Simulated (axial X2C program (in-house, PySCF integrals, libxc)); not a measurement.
# A two-component session on FB⁻: properties at the nuclei

Wanted for FB⁻: properties at the nuclei, at the two-component level.

Program: an in-house X2C program for linear molecules on PySCF integrals. Level of theory: two-component X2C with atomic mean-field terms, F dyall-av3z, B dyall-av3z. These are calculated values, not measurements.

### 1 Set-up

The input, task.json:

```json
{"zs": [9, 5], "q": -1, "bas": ["dyall-av3z", "dyall-av3z"], "r0": 1.49, "levels": ["PBE0", "HF", "BHandHLYP", "BP86", "PBE50"], "nst": 3}
```

Keys: zs atomic numbers; q charge; bas basis sets; r0 starting distance in Å; levels methods (HF also brings MP2); nst determinants followed.

The run is started by

```console
python soeom.py task.json out
```

The runs that follow: Expectation values, lowest determinant; Expectation values, a higher determinant.

**Question.** What will these runs give? Wanted: lowest determinant; Eeff magnitude; Ws magnitude F; A∥/gI F; qzz F; higher determinant (for each run or level that gives them).

The runs gave:

```
                                        quantity                                    value
                              lowest determinant  Ω = 1/2 (excess of +ω over −ω: ω = 1/2)
                    Eeff magnitude (GV/cm), PBE0                                 8.08e-05
                      Ws magnitude F (kHz), PBE0                                 0.000236
                             A∥/gI F (MHz), PBE0                                     71.1
                              qzz F (a.u.), PBE0                                     0.70
                              higher determinant  Ω = 3/2 (excess of +ω over −ω: ω = 3/2)
Eeff magnitude (GV/cm), PBE0, higher determinant                                 8.62e-05
  Ws magnitude F (kHz), PBE0, higher determinant                                 7.93e-05
         A∥/gI F (MHz), PBE0, higher determinant                                     22.7
          qzz F (a.u.), PBE0, higher determinant                                     0.70
```

In words: In the first state, the effective field runs from 2.39e-06 to 0.000205 GV/cm over the mean-field levels, so the levels don't agree on it. The expectation values come from single determinants, which for open shells can mix terms of unlike spin or miss the lowest Ω, so a determinant need not be a state. Eeff is the effective electric field on the electron dipole moment in this Ω state and Ws the scalar–pseudoscalar constant (defined with the proton number Z and per Ω); A∥ is the parallel hyperfine constant, which follows by multiplying with the nuclear g factor gI = μI/(I μN); qzz is the electric field gradient, eQq0 = 234.96 MHz × Q/barn × qzz. The operators were transformed with the bare-nucleus X2C matrices. A second determinant lies within 0.1 eV of the first, so their order is not settled at this level.
